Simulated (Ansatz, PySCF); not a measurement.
Dissociation curve of ClNa, singlet.

UKS-PBE = Ansatz (an electronic-structure program) with unrestricted PBE/cc-pVDZ; RCCSD(T) = CCSD(T) on RHF/cc-pVDZ, frozen core (Ansatz); RMP2/6-31G* = restricted MP2 (frozen core)/6-31G*, spherical d run with PySCF.

Total energies in hartree (comparable only within one method and basis):

| R / Å | UKS-PBE | RCCSD(T) | RMP2/6-31G* |
|---|---|---|---|
| 1.92 | -622.20719 | -621.53415 | -621.48155 |
| 2.09 | -622.24084 | -621.57118 | -621.51628 |
| 2.24 | -622.25287 | -621.58493 | -621.52938 |
| 2.33 | -622.25538 | -621.58810 | -621.53237 |
| 2.43 | -622.25549 | -621.58873 | -621.53273 |
| 2.56 | -622.25281 | -621.58647 | -621.52995 |
| 2.62 | -622.25083 | -621.58462 | -621.52780 |
| 2.69 | -622.24810 | -621.58198 | -621.52482 |
| 2.78 | -622.24413 | -621.57804 | -621.52043 |
| 2.90 | -622.23828 | -621.57211 | -621.51399 |
| 3.01 | -622.23265 | -621.56626 | -621.50778 |
| 3.18 | -622.22382 | -621.55687 | -621.49806 |
| 3.39 | -622.21324 | -621.54525 | -621.48638 |
| 3.59 | -622.20386 | -621.53456 | -621.47592 |
| 3.92 | -622.19023 | -621.51826 | -621.46035 |
| 4.30 | -622.17769 | -621.50186 | -621.44503 |
| 4.72 | -622.16797 | -621.48668 | -621.43108 |
| 5.30 | -622.15941 | -621.47035 | -621.41594 |
| 5.92 | -622.15398 | -621.45796 | -621.40332 |
| 6.65 | -622.15013 | -621.44207 | -621.39159 |
| 7.72 | -622.14681 | -621.43006 | -621.37898 |
| 9.11 | -622.14442 | -621.41873 | -621.36818 |

The unrestricted determinant behind UKS-PBE is spin-contaminated at 4.30 to 9.11 Å (<S²> up to 0.6, against 0.00 for a pure singlet). The T1 diagnostic of CCSD on the restricted reference of RCCSD(T) exceeds 0.045 at 5.92 to 9.11 Å. The restricted form behind RMP2/6-31G* keeps the bonding electrons paired and can't separate into open-shell fragments.
